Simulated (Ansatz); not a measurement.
# BSiH₃ (singlet): from Hartree-Fock to the top rungs at distance Si1–B2 = 3.870 Å, cc-pVTZ

The task here is to estimate one member of a computed series from the others.

Program: Ansatz 0.2.0, Gaussian basis. Level of theory: cc-pVTZ, core rule «outside noble gas», up to 6 orbitals frozen. These are calculated values, not measurements.

To be run: UHF; CCSD(T) on RHF; CCSD(T) on UHF; BCCD(T) on RHF; CCSDT(Q) on RHF; CCSDT(Q) on UHF; CASSCF and NEVPT2, 2 electrons in 2 orbitals; CASSCF and NEVPT2, 10 electrons in 11 orbitals.

## What is computed

The geometry derives from a PBE0/def2-TZVP stationary point (not a proven minimum). One bond is set to the value named and the two fragments are kept rigid.

5 atoms, charge 0, spin multiplicity 1.

Atoms are counted from 1 here; the program's logs count them from 0.

Bond lengths: Si1–H3 1.491 Å, Si1–H4 1.491 Å, Si1–H5 1.491 Å. Angles: H3–Si1–H4 109.0°, H3–Si1–H5 109.0°, H4–Si1–H5 109.0°.

Coordinates:

```mol
BH3Si
  3D, bonds by distance, orders not assigned

  5  3  0  0  0  0  0  0  0  0999 V2000
   -0.9613   -0.0083    0.0008 Si  0  0
    2.9086    0.0251   -0.0025 B   0  0
   -1.4827    1.3890    0.0033 H   0  0
   -1.4635   -0.7154    1.2142 H   0  0
   -1.4656   -0.7118   -1.2138 H   0  0
  1  3  8  0
  1  4  8  0
  1  5  8  0
M  END
```

The first run:

File in.yaml:

```yaml
crystal:
  periodic: [false, false, false]
  atoms:
    - {symbol: Si, position_ang: [-0.961273, -0.008310, 0.000811]}
    - {symbol: B, position_ang: [2.908581, 0.025143, -0.002454]}
    - {symbol: H, position_ang: [-1.482723, 1.389033, 0.003305]}
    - {symbol: H, position_ang: [-1.463509, -0.715364, 1.214201]}
    - {symbol: H, position_ang: [-1.465589, -0.711807, -1.213783]}
basis:
  gaussian: {orbitals: cc-pVTZ}
magnetization: {spin_polarized: true, initial_magnetization: 0}
hamiltonian: {xc: hf}
output: {orbitals: {seedname: orbitals}}
```

The run is started by

```sh
ansatz run in.yaml --threads 1 --pin off --events-out ev --progress --plain --max-ram 2560MiB --backend cpu
```

Among the steps run: UHF; CCSD(T) on RHF; CCSD(T) on UHF; BCCD(T) on RHF; CCSDT(Q) on RHF; CCSDT(Q) on UHF; CASSCF and NEVPT2, 2 electrons in 2 orbitals; CASSCF and NEVPT2, 10 electrons in 11 orbitals.

One table of the session follows, with a row left open; its other results are not shown here.

```
        method  from RCCSDT(Q) (kJ/mol)
           RHF                        ?
           UHF                   +588.0
          RMP2                   +207.6
          UMP2                   +159.6
         RCCSD                    +52.7
         UCCSD                    +33.3
      RCCSD(T)                     +7.2
      UCCSD(T)                    +18.1
       BCCD(T)                     +7.8
        RCCSDT                     +3.5
        UCCSDT                     +5.1
     RCCSDT(Q)                        0
     UCCSDT(Q)                     +1.1
   CASSCF pair                   +582.9
   NEVPT2 pair                   +139.7
CASSCF valence                   +375.4
NEVPT2 valence                   +114.3
```

Estimate the missing values for RHF.

The run gave: from RCCSDT(Q) (kJ/mol): +754.9. In the column «from RCCSDT(Q) (kJ/mol)» it is the highest.

Limits of these values: The report flags that the cluster equations may have other roots. The determinant of CCSD(T) (⟨S²⟩ 0.95) is far from a pure spin state, so its energy mixes those of several spin states; high orders of coupled cluster remove much of that, low ones don't. The determinant of CCSDT(Q) (⟨S²⟩ 0.95) is far from a pure spin state, so its energy mixes those of several spin states; high orders of coupled cluster remove much of that, low ones don't. The program flags RCCSD(T), UCCSD(T), BCCD(T), RCCSDT(Q), UCCSDT(Q) as in doubt, so the zero of the table is itself unsure. Warnings: restricted reference is unstable; spin contamination; large T1 diagnostic. Restricted and unrestricted rows rest on different reference determinants; a gap between their highest levels can come from leftover correlation error, from unlike frozen cores or from another state.
